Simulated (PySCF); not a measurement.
C₅H₄.
Atom-mapped SMILES: `[CH:1]#[C:2][CH:3]=[C:4]=[CH2:5]` (hydrogens: H6 on C1; H7 on C3; H8, H9 on C5)

Structure used (GFN2-xTB), in Å, numbered top down from 1:
```
atom  x, y, z in Å
C1    -2.4071    0.6121    0.3234
C2    -1.4353   -0.0234    0.0192
C3    -0.3072   -0.7958   -0.3367
C4     0.8528   -0.2724   -0.6279
C5     2.0012    0.2432   -0.9159
H6    -3.2542    1.1705    0.5883
H7    -0.4515   -1.8701   -0.3586
H8     2.7515    0.4209   -0.1608
H9     2.2634    0.5209   -1.9251
```

Vertical excitations from PySCF (density fitting, frozen core in the response, grid level 2 and gas phase unless stated; continuum runs use non-equilibrium linear response for the excitations) on a GFN2-xTB geometry. Reference run:

```
                              settings    S1, eV (f)    S2, eV (f)    S3, eV (f)    S4, eV (f)    S5, eV (f)    S6, eV (f)  T1, eV (Tamm–Dancoff)  mean α (au)
PBE0/def2-SVPD, full TDDFT, 6 singlets  5.34 (0.000)  5.61 (0.000)  5.75 (0.311)  5.76 (0.001)  6.49 (0.000)  6.81 (0.003)                   3.63         63.0
```

**Question.** What do these settings give: BLYP/def2-SVPD, energy threshold 1e-08 Eh, full TDDFT, 6 singlets?

**Answer.** 
```csv
settings,"S1, eV (f)","S2, eV (f)","S3, eV (f)","S4, eV (f)","S5, eV (f)","S6, eV (f)","T1, eV (Tamm–Dancoff)",mean α (au)
"BLYP/def2-SVPD, energy threshold 1e-08 Eh, full TDDFT, 6 singlets",4.91 (0.000),5.18 (0.000),5.38 (0.231),5.41 (0.000),5.93 (0.136),5.98 (0.001),3.63,65.4
```

S1 moves by -0.43 eV (BLYP has no exact exchange, PBE0 25 % exact exchange). States are counted by energy in each run and needn't keep their character from row to row.

**Question.** Which orbital pairs make up S1 in each run, and how does it sit against the orbital gap?

**Answer.** 
| settings | S1 configurations (weight) | S1 (eV) | orbital gap (eV) | S1 − gap (eV) |
| --- | --- | --- | --- | --- |
| PBE0/def2-SVPD, full TDDFT, 6 singlets | H→L+1 0.91 | 5.34 | 6.31 | -0.97 |
| BLYP/def2-SVPD, energy threshold 1e-08 Eh, full TDDFT, 6 singlets | H→L+1 0.98 | 4.91 | 4.30 | +0.61 |

